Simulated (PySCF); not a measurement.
Where does trifluoroacetaldehyde take a proton?

Parent: trifluoroacetaldehyde, `O=CC(F)(F)F` (C2HF3O). Atom numbers as in the mapped SMILES `[O:1]=[CH:2][C:3]([F:4])([F:5])[F:6]`.

These are calculated values, ωB97X-D3(BJ)/def2-TZVP in PySCF (grid level 2) at geometries from PBE0-D3(BJ)/def2-SVP. Thermal corrections: PBE0-D3(BJ)/def2-SVP frequencies, unscaled, ideal gas at 298.15 K and 1 bar, quasi-RRHO entropy.

```tsv
site	product	PA / kJ/mol	GB / kJ/mol
O1 (carbonyl oxygen)	[OH+]=CC(F)(F)F	675	643
```

PA is −ΔH and GB is −ΔG of B + H⁺ → BH⁺ in the gas phase. Sites whose products fell apart, merged with another or lost in a GFN2-xTB screen aren't listed.

In water the product from O1 is solvated 284 kJ/mol more strongly than the parent (electrostatics only).

In dichloromethane the product from O1 is solvated 254 kJ/mol more strongly than the parent (electrostatics only).

Measured values (NIST Chemistry WebBook, evaluated or the median of agreeing entries): proton affinity (−ΔH) 686 kJ/mol (computed 675, difference -11); gas-phase basicity (−ΔG) 654 kJ/mol (computed 643, difference -11).
